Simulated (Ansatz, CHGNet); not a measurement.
## Rock-salt TiC, formation enthalpy

Reference value: -0.956 ± 0.02 eV/atom (measured, 298 K, copied from a table, unchecked, no zero-point or thermal correction; as tabulated in Wang et al. (2021), doi:10.1038/s41598-021-94550-5).

```csv
level (code),value (eV/atom),difference (eV/atom)
CHGNet 0.3.0,-0.840,+0.116
LDA (Ansatz),-0.946,+0.010
PBE (Ansatz),-0.831,+0.125
revPBE (Ansatz),-0.792,+0.164
PBE-D4 (Ansatz),-0.928,+0.028
rVV10 (Ansatz),-0.796,+0.160
r²SCAN (Ansatz),-0.989,-0.033
r²SCAN+rVV10 (Ansatz),-1.022,-0.066
LC-ωPBE (Ansatz),-1.200,-0.244
```

Once the reference is moved by up to 0.030 eV/atom (a margin picked here for doubts on the reference and the settings, and for temperature and zero-point motion) and values within 0.010 eV/atom count as equal, the nearest can be LDA (+0.010 eV/atom), PBE-D4 (+0.028 eV/atom) or r²SCAN (-0.033 eV/atom). Among them LC-ωPBE (-0.244 eV/atom) misses by most. Within 0.2 eV/atom: CHGNet 0.3.0, LDA, PBE, revPBE, PBE-D4, rVV10, r²SCAN, r²SCAN+rVV10.

The measured value isn't corrected to a static lattice, so vibrations enter the comparison.  Each level is taken at its own relaxed cell. Cutoffs and k meshes differ between the levels. Ansatz's density-functional and Hartree–Fock values are scalar-relativistic unless marked +SOC, with PAW data made under PBE.

Machine-learned potentials (CHGNet 0.3.0) are trained on DFT data: a solid inside that data is no test of them.

Differences are worked out from the printed values.

Ansatz is a first-principles code.
